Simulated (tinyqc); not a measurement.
Worked calculation: geometry optimisation on the RHF/sto-6g surface (energies and gradients from PySCF), for H2O, spin multiplicity 1. Computed by tinyqc, a small Python program that keeps every step (integrals from PySCF). Settings: charge = 0, multiplicity = 1, basis = sto-6g, optimiser = bfgs, first Hessian = 0.15, largest step = 0.5, iteration cap = 30. Command: `OMP_NUM_THREADS=1 python tinyqc.py 27775 27776 out.jsonl` (the two numbers bound the seeds that draw the settings). One thread of a shared host (Intel(R) Xeon(R) Processor @ 2.60GHz), about 1 s of CPU time with the checks.

## Step 1: energy and gradient

positions at the start (bohr):
```
            x          y          z
1O  -0.068030   0.060471  -0.066140
2H   0.068030   1.449420   1.264227
3H   0.066140  -1.492884   1.239660
```

Self-consistent energy and analytic gradient at these positions.

energy = -75.67221455 hartree

gradient (hartree/bohr):
```
              x            y            z
1O  -0.00854743   0.04044915  -0.08330888
2H   0.00267924   0.01747960   0.02617645
3H   0.00586819  -0.05792875   0.05713244
```

## Step 1: move

Quasi-Newton step p = -H^(-1) g (first H = 0.15 times the unit matrix); steps longer than 0.5 bohr are cut back (factor 0.587 here).

positions after step 1 (bohr):
```
            x          y         z
1O  -0.034558  -0.097931  0.260105
2H   0.057538   1.380968  1.161717
3H   0.043160  -1.266029  1.015925
```

## Step 2: energy and gradient

As before.

energy = -75.55287118 hartree

gradient (hartree/bohr):
```
              x            y            z
1O   0.04473995  -0.49474267   0.43547522
2H  -0.00546075  -0.04480303  -0.05337118
3H  -0.03927920   0.53954570  -0.38210404
```

## Step 2: move

inverse Hessian in use (bohr^2/hartree):
```
           1          2          3          4          5          6          7          8
1   6.654690   0.182195  -0.116472  -0.000044   0.003786  -0.000417   0.012020  -0.185981
2   0.182195   5.210474   1.774556  -0.039138  -0.274599  -0.382422  -0.143057   1.730792
3  -0.116472   1.774556   5.534006  -0.000507   0.036361  -0.004867   0.116978  -1.810917
4  -0.000044  -0.039138  -0.000507   6.667871   0.006580   0.011761  -0.001161   0.032558
5   0.003786  -0.274599   0.036361   0.006580   6.701271   0.064268  -0.010365   0.239994
6  -0.000417  -0.382422  -0.004867   0.011761   0.064268   6.781550  -0.011344   0.318153
7   0.012020  -0.143057   0.116978  -0.001161  -0.010365  -0.011344   6.655807   0.153423
8  -0.185981   1.730792  -1.810917   0.032558   0.239994   0.318153   0.153423   4.695881
9   0.116889  -1.392134   1.137528  -0.011255  -0.100630  -0.110016  -0.105634   1.492764

           9
1   0.116889
2  -1.392134
3   1.137528
4  -0.011255
5  -0.100630
6  -0.110016
7  -0.105634
8   1.492764
9   5.639155
```

Quasi-Newton step p = -H^(-1) g (the inverse Hessian comes from BFGS updates; coordinates in the order x, y, z of each atom); steps longer than 0.5 bohr are cut back.

positions after step 2 (bohr):
```
            x          y         z
1O  -0.045800   0.194659  0.151029
2H   0.053819   1.364466  1.125397
3H   0.058121  -1.542117  1.161320
```

## Convergence

Stop when the largest gradient component is below 3e-5 hartree/bohr. The inverse Hessian follows the BFGS update with s = step, y = change of gradient.

Course of the optimisation:

| step | E (hartree) | largest gradient (hartree/bohr) |
|---|---|---|
| 1 | -75.67221455 | 8.33e-02 |
| 2 | -75.55287118 | 5.40e-01 |
| 3 | -75.61718447 | 3.67e-01 |
| 4 | -75.62865206 | 1.74e-01 |
| 5 | -75.66805586 | 8.11e-02 |
| 6 | -75.66696816 | 1.13e-01 |
| 7 | -75.68045670 | 2.49e-02 |
| 8 | -75.68110524 | 1.09e-02 |
| 9 | -75.68119338 | 2.46e-03 |
| 10 | -75.68119958 | 8.00e-04 |
| 11 | -75.68120040 | 9.57e-05 |
| 12 | -75.68120041 | 1.06e-05 |

Final distances (angstrom):

| pair | distance |
|---|---|
| 2H-1O | 0.986351 |
| 3H-1O | 0.986343 |
| 3H-2H | 1.511236 |

Converged in 12 steps.
